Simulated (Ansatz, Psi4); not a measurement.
Worked example: vertical ionisation energy of C2H6S2 (1,2-ethanedithiol)

C2H6S2: 10 atoms, total charge 0, spin state singlet. SMILES: `SCCS`. The coordinates come from a PBE0-D4/def2-TZVP relaxation. This is one conformer, not always the lowest.

Both states at this one shape; open shells run unrestricted unless said. 1 Eh = 27.2114 eV.

```tsv
level	program	singlet C2H6S2 (Eh)	doublet [C2H6S2]+ (Eh)	HOMO of the first (eV)
B3LYP/6-31G* (spherical functions)	Ansatz	-876.189004	-875.865890	-6.58
M06-2X/cc-pVDZ	Psi4	-876.118937	-875.782247	-7.93
wB97X/cc-pVDZ	Psi4	-876.182814	-875.837116	-9.23
```

Q: Work out the vertical ionisation energy at each level.

A: 
1. B3LYP/6-31G* (spherical functions): -875.865890 − (-876.189004) = 0.323114 Eh = 8.79 eV; −ε(HOMO) = 6.58 eV.
2. M06-2X/cc-pVDZ: -875.782247 − (-876.118937) = 0.336690 Eh = 9.16 eV; −ε(HOMO) = 7.93 eV.
3. wB97X/cc-pVDZ: -875.837116 − (-876.182814) = 0.345698 Eh = 9.41 eV; −ε(HOMO) = 9.23 eV.

No measured value is set beside it here; the levels span 8.79 to 9.41 eV.
